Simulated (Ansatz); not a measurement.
```yaml
crystal:
  periodic: [false, false, false]
  atoms:
    - {symbol: Nb, position_ang: [0.000000, 0.000000, -0.201806]}
    - {symbol: N, position_ang: [2.052344, -0.000298, 0.446194]}
    - {symbol: N, position_ang: [-1.025914, 1.777531, 0.446194]}
    - {symbol: N, position_ang: [-1.026430, -1.777233, 0.446194]}
basis:
  gaussian: {orbitals: def2-TZVP}
magnetization: {spin_polarized: true, initial_magnetization: 2}
hamiltonian: {xc: pbe0}
relax: {f_tol: 0.004, max_steps: 80}
```

```sh
$ ansatz run in.yaml --threads 1 --pin off --events-out ev --progress --plain --max-ram 2176MiB
```

Steps of the relaxation (energy above the last step; positions in Å, forces in eV/Å):

```
4
step 1, 8014.7 meV
Nb    0.000    0.000   -0.202    0.142   -0.246    2.783
N     2.052    0.000    0.446   -3.600    0.053   -0.958
N    -1.026    1.778    0.446    1.703   -2.951   -0.868
N    -1.026   -1.777    0.446    1.754    3.144   -0.958
```

```
4
step 2, 5919.9 meV
Nb    0.006   -0.010   -0.120    0.383   -0.910    1.405
N     1.860    0.005    0.418   -2.671   -0.143   -0.545
N    -0.930    1.612    0.421    0.757   -1.276   -0.274
N    -0.935   -1.608    0.418    1.532    2.328   -0.586
```

```
4
step 3, 5497.1 meV
Nb    0.004   -0.013   -0.135    0.255   -0.903    0.218
N     1.764   -0.013    0.423   -1.124   -0.077   -0.125
N    -0.899    1.561    0.427    0.108   -0.096    0.117
N    -0.870   -1.536    0.422    0.761    1.075   -0.209
```

```
4
step 12, 454.2 meV
Nb   -0.282    0.593   -0.705    0.914   -1.687    0.192
N     1.173   -0.835    0.689   -6.906   -2.709    0.235
N    -0.980    1.595    0.370   -0.460    0.790    0.659
N     0.090   -1.353    0.783    6.453    3.605   -1.086
```

```
4
step 18, 0.0 meV
Nb   -0.283    0.483   -0.664    0.000    0.001   -0.001
N     1.092   -0.756    0.713   -0.001    0.000    0.000
N    -0.924    1.595    0.372    0.000   -0.001    0.001
N     0.115   -1.322    0.716    0.000    0.001    0.000
```

Close pairs at the end: N2–N4 1.128 Å, Nb1–N3 1.650 Å, Nb1–N2 2.307 Å, Nb1–N4 2.307 Å.

A stationary point of unrestricted PBE0 after 18 steps, with ⟨S²⟩ = 2.027 against 2.00 for a pure state; no frequencies were run, so it isn't proven a minimum. 4.2 min on 1 thread of AMD EPYC 9R45, shared host.
